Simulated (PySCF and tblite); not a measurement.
Values are calculated unless marked as measured or tabulated.
C₃H₅NO, numbered as in [CH2:1]=[CH:2][C:3]([NH2:4])=[O:5].

Free energies: CAM-B3LYP-D3(BJ)/def2-TZVP on PBE0-D3(BJ)/def2-SVP structures plus GFN2-xTB thermal terms, symmetry and mirror images included. Conformers within 3 kcal/mol (GFN2-xTB free energy) were kept, 8 at most. Programs: PySCF with density fitting and tblite.

Torsions listed: C1–C2–C3–O5, O5–C3–N4–H4. Of a mirror pair one member is shown.

| conformer | shape | symmetry | dipole D |
| --- | --- | --- | --- |
| 1 | 152°, 165° | C1 (pair) | 3.97 |
| 2 | 1°, -1° | Cs | 3.69 |

(1) Which of these conformers is the most populated at 298.15 K, and with what share?

(2) Give the DFT energies and free energies relative to the lowest, and all weights.

(3) How does its share change from 250 K to 373.15 K?

Answers

(1) Conformer 2, about 86 %.

(2) 
| conformer | shape | E(DFT) kcal/mol | G(298.15 K) kcal/mol | weight % |
| --- | --- | --- | --- | --- |
| 1 | 152°, 165° | 1.40 | 1.07 | 14.1 |
| 2 | 1°, -1° | 0.00 | 0.00 | 85.9 |

(3) From 91 % to 79 %; the mixing entropy goes from 0.74 to 1.32 cal/(mol K).
